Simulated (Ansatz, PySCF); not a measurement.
Reaction: C4H6 (buta-1,3-diene, SMILES C(=C)C=C) → 2 C2H3 (SMILES C=[CH], doublet) (the C-C bond breaks)
Each species at its own B3LYP-D3(BJ)/def2-TZVP minimum (Ansatz, a first-principles code), one conformer.

Total energies in hartree (Ansatz). UHF or UKS for unpaired electrons; spin-orbit terms are left out. Cores are frozen in correlated methods. No relativity. The restricted determinant of C4H6 (C=CC=C, singlet) is unstable towards broken spin symmetry in at least one set run. The UHF reference of C2H3 ([CH]=C, doublet) is spin-contaminated (<S^2> up to 0.19 over the pure value in the sets run).

| species | HF/cc-pVTZ | CCSD(T)/cc-pVTZ | HF/cc-pVQZ | CCSD(T)/cc-pVQZ | CCSD(T)/cc-pVDZ | CCSDT(Q)/cc-pVDZ |
|---|---|---|---|---|---|---|
| 1: C4H6 (SMILES C=CC=C) | -154.97781 | -155.69564 | -154.98785 | -155.74056 | -155.53616 | -155.53871 |
| 2: C2H3 (SMILES [CH]=C, doublet) | -77.41972 | -77.75200 | -77.42479 | -77.77372 | -77.67385 | -77.67568 |

Task: Work out the bond dissociation energy (enthalpy at 298 K, ideal-gas terms from PySCF's Hessians at B3LYP-D3(BJ)/def2-TZVP) in kJ/mol: take Hartree-Fock from cc-pVQZ, extrapolate the CCSD(T) correlation energy as X^-3 (X = 3, 4), and add CCSDT(Q) - CCSD(T) in cc-pVDZ. The further terms named in the bracket sum to -0.00966 hartree. 1 hartree = 2625.5 kJ/mol.

Result: 
Species 1: correlation (64·(-0.75271) - 27·(-0.71783))/37 = -0.77816; step -0.00255; E1 = -154.98785 + (-0.77816) + (-0.00255) = -155.76856
Species 2: correlation (64·(-0.34893) - 27·(-0.33228))/37 = -0.36108; step -0.00183; E2 = -77.42479 + (-0.36108) + (-0.00183) = -77.78770
-1·E1 +2·E2 -0.00966 = 0.18350 hartree = 481.8 kJ/mol. From measured enthalpies of formation at 298 K: 116.9 kcal/mol (G2/97 table in ASE (Curtiss et al.)). The calculations leave out spin-orbit terms. The composite differs from it by -7.3 kJ/mol; core, relativistic and spin-orbit terms are not in it.
